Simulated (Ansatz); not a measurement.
Reaction: CH4O (methanol, SMILES CO) → CH3O (SMILES C[O], doublet) + H (doublet) (the H-O bond breaks)
Each species at its own B3LYP-D3(BJ)/def2-TZVP minimum (Ansatz, an electronic-structure program).

Wanted: bond dissociation energy (electronic), in kJ/mol. Radicals and triplets start from unrestricted determinants; spin-orbit coupling is neglected. CBS(X,Y): correlation extrapolated as X^-3, Hartree-Fock from the larger set. A bracket is a step between two methods taken in the basis named. The functionals are non-relativistic, so their misses hold any scalar relativity. Double hybrids freeze cores in their MP2 part. 'core' is core correlation in cc-pwCVTZ, 'X2C' scalar relativity in cc-pVTZ-DK, both at CCSD(T). Where a partner has so few electrons that a lower coupled-cluster level is exact, that level stands in.

CCSD(T)/CBS(cc-pVTZ,cc-pVQZ) + [CCSDT(Q) - CCSD(T)]/cc-pVDZ + core + X2C (Ansatz) gives 473.5 kJ/mol.

### Question
How far off this value is PBE/def2-TZVPD (Ansatz), in which direction, and which of these levels come nearer: r2SCAN/def2-TZVPD, PBE0/def2-TZVPD, wB97M-V/def2-TZVPD, B2PLYP/def2-TZVPD, CCSD(T)/CBS(cc-pVTZ,cc-pVQZ) + core + X2C?

### Answer
PBE gives 444.8 kJ/mol, 28.7 kJ/mol below it. Differences of the others: r2SCAN/def2-TZVPD (Ansatz) -33.6; PBE0/def2-TZVPD (Ansatz) -29.9; wB97M-V/def2-TZVPD (Ansatz) -13.7; B2PLYP/def2-TZVPD (Ansatz) -18.4; CCSD(T)/CBS(cc-pVTZ,cc-pVQZ) + core + X2C (Ansatz) -0.1 kJ/mol. Nearer than PBE: wB97M-V/def2-TZVPD, B2PLYP/def2-TZVPD, CCSD(T)/CBS(cc-pVTZ,cc-pVQZ) + core + X2C.
